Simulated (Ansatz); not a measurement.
Geometry optimisation, Ansatz, RKS PBE-D4/6-31G.

Input file:

```yaml
crystal:
  periodic: [false, false, false]
  atoms:
    - { symbol: C, position_ang: [-1.0132, 1.6844, 0.011] }
    - { symbol: C, position_ang: [-0.3021, 0.7122, 0.3361] }
    - { symbol: C, position_ang: [0.0146, -0.1998, 1.3364] }
    - { symbol: C, position_ang: [0.7901, -0.1626, -0.0741] }
    - { symbol: C, position_ang: [0.4481, -1.267, -1.0675] }
    - { symbol: H, position_ang: [-1.7813, 2.1583, 0.6957] }
    - { symbol: H, position_ang: [-0.9633, 2.1788, -0.9819] }
    - { symbol: H, position_ang: [-0.63, -0.9632, 1.5661] }
    - { symbol: H, position_ang: [0.6196, 0.1978, 2.2291] }
    - { symbol: H, position_ang: [1.7207, 0.2279, -0.1296] }
    - { symbol: H, position_ang: [0.5635, -0.889, -2.051] }
    - { symbol: H, position_ang: [-0.5489, -1.6558, -0.9413] }
    - { symbol: H, position_ang: [1.1025, -2.0566, -0.9142] }
basis:
  gaussian: { orbitals: "6-31G" }
hamiltonian:
  xc: pbe
  dispersion: d4
relax:
  f_tol: 0.02
  max_steps: 40
scf:
  lower_state_search: "off"
```

Run as:

```bash
$ ansatz run input.yaml --threads 1 --pin off --max-ram 2048MiB --backend cpu --events-out ev --progress --plain --runs-dir out
```

Where does it end, and by what steps?

The run converged. Limits of this set-up: no polarisation functions. After 7 steps the energy has fallen by 0.991 eV; C1 moved furthest, 0.15 Å.

| step | energy less start (eV) | largest force component (eV/Å) | accepted |
| --- | --- | --- | --- |
| 0 | 0.0000 | 5.929 | yes |
| 1 | -0.8903 | 1.405 | yes |
| 2 | -0.9654 | 0.366 | yes |
| 3 | -0.8619 | 0.829 | no |
| 4 | -0.9880 | 0.206 | yes |
| 5 | -0.9894 | 0.135 | yes |
| 6 | -0.9903 | 0.079 | yes |
| 7 | -0.9911 | 0.016 | yes |

```xyz
13
Properties=species:S:1:pos:R:3
C -1.103 1.804 -0.015
C -0.310 0.792 0.335
C 0.087 -0.208 1.359
C 0.747 -0.178 -0.052
C 0.463 -1.286 -1.055
H -1.846 2.219 0.675
H -1.043 2.263 -1.007
H -0.597 -1.035 1.584
H 0.686 0.112 2.219
H 1.777 0.201 -0.075
H 0.614 -0.933 -2.091
H -0.581 -1.633 -0.970
H 1.128 -2.152 -0.890
```

Run time: 20 s on 1 CPU thread of a shared host.
